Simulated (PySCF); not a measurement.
SH⁺, HF: how much the basis matters

PySCF, UHF reference; triplet, unpaired electrons π ↑↑; De to H + S⁺ without counterpoise correction.

```csv
basis,relativity,functions,Re (Å),ωe (cm⁻¹),De (eV),μ (D)
x2c-SVPall,spin-free X2C,23,1.355,2742,2.60,-1.56
cc-pVTZ/cc-pV(T+d)Z,no relativity,53,1.348,2722,2.71,-1.34
def2-TZVPPD,no relativity,68,1.348,2723,2.71,-1.32
```

**Question.** How does each smaller set differ from the one with most functions, def2-TZVPPD?

**Answer.** x2c-SVPall: +0.7 pm, +0.7 % in ωe, -0.11 eV in De; cc-pVTZ/cc-pV(T+d)Z: +0.0 pm, -0.0 % in ωe, +0.00 eV in De. All at HF; the set with most functions is neither the basis-set limit nor always the best. The rows treat relativity differently, so the differences are not basis effects alone.

A positive dipole points towards S; it is taken about the centre of mass and depends on that origin. For an ion De counts to the pair picked by the measured ionisation energies or electron affinities, which need not be the lowest pair at this level. Hartree–Fock leaves out correlation, which carries a large part of most bond energies and some tenths to 1 eV of ionisation energies. The state was picked by a PBE0 search and need not be the measured ground state.
